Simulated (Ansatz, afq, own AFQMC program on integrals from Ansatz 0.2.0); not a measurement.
AFQMC on a folder of integrals that Ansatz 0.2.0 wrote.

```yaml
crystal:
  periodic: [false, false, false]
  atoms:
    - {symbol: C, position_ang: [0.000000, 0.000000, 0.000000]}
basis:
  gaussian: {orbitals: aug-cc-pVDZ}
total_charge: 1
magnetization: {spin_polarized: true, initial_magnetization: 1}
correlation: {method: ccsd_t, electrons: outside_noble_gas, hamiltonian_folder: ham}
```

```sh
$ ansatz run in.yaml --threads 1 --pin off --events-out ev --progress --plain --max-ram 1382MiB
```

afq runs on the folder ham with

```
--method phaseless --trial cisd --walkers 140 --populations 1 --least-time 40 --time-step 0.005 --steps-per-block 50 --equilibration-blocks 28 --max-blocks 300 --target-error 0.00021 --factor-cut 1e-05 --start spin_pure --seed 9918 --release-times 0.24,0.5,1,1.5 --release-step 0.02 --release-every 4 --taylor-order 6
```

Times are imaginary, in 1/Eh. The walk had a cap of 507 s.

Output of the walk:

```
orbitals 22  electrons 2 1  factors 120 of 122
reference energy -37.29025276 Eh
CCSD correlation -0.06725662 Eh in 10 cycles, weight of the determinant in the CISD state 0.9438
energy of the start -37.357501 Eh
 block  time / (1/Eh)  mean weight  energy / Eh
     1     0.250  1.0000  -37.357567
     2     0.500  0.9992  -37.357702
     3     0.750  1.0003  -37.358014
     4     1.000  0.9999  -37.358183
     5     1.250  1.0001  -37.358093
    10     2.500  1.0003  -37.358084
    29     7.250  1.0004  -37.357984
    49    12.250  1.0001  -37.358732
    69    17.250  1.0001  -37.358041
    89    22.250  1.0007  -37.358284
   109    27.250  0.9997  -37.358548
   129    32.250  1.0005  -37.358146
   133    33.250  1.0000  -37.359020
   149    37.250  1.0000  -37.358333
   169    42.250  0.9989  -37.358142
   185    46.250  0.9999  -37.358315
blocks merged  error / Eh  count
     1  0.000021  160
     2  0.000024  80
     4  0.000029  40
     8  0.000033  20
    16  0.000042  10
released: time / (1/Eh)  energy / Eh  error  mean overlap
  0.24  -37.358353  0.000040  0.9998
  0.50  -37.358426  0.000036  1.0110
  1.00  -37.358459  0.000046  1.0088
  1.50  -37.358429  0.000039  1.0220
energy -37.358360 +/- 0.000033 Eh
(rows thinned)
```

The run passed its tests (sampling time, drift between the halves within three errors, error under three times the target), which doesn't prove that it has relaxed.

Against this walk (error 0.9 meV) on the same determinant: CCSD(T) 4.5 meV higher, full CI (a separate run on its own orbitals, whose frozen core shifts it by up to a few meV) 1.6 meV lower (within the noise). The error is statistical and leaves out the bias of the constraint. Released to 1.50 1/Eh the energy moves by -1.9 ± 1.4 meV (both errors), within twice the noise.

Cautions: constraint bias not in the error; full CI with its own frozen core.

The walk took 110 s on 1 thread of Intel(R) Xeon(R) Platinum 8375C CPU @ 2.90GHz (Ice Lake), with other jobs on the host. The log's last line is the phaseless energy.

A walk keeps the symmetry of its determinant, which the program's search chose and which needn't be the lowest solution, so a lower state of the same spin and another symmetry isn't excluded.
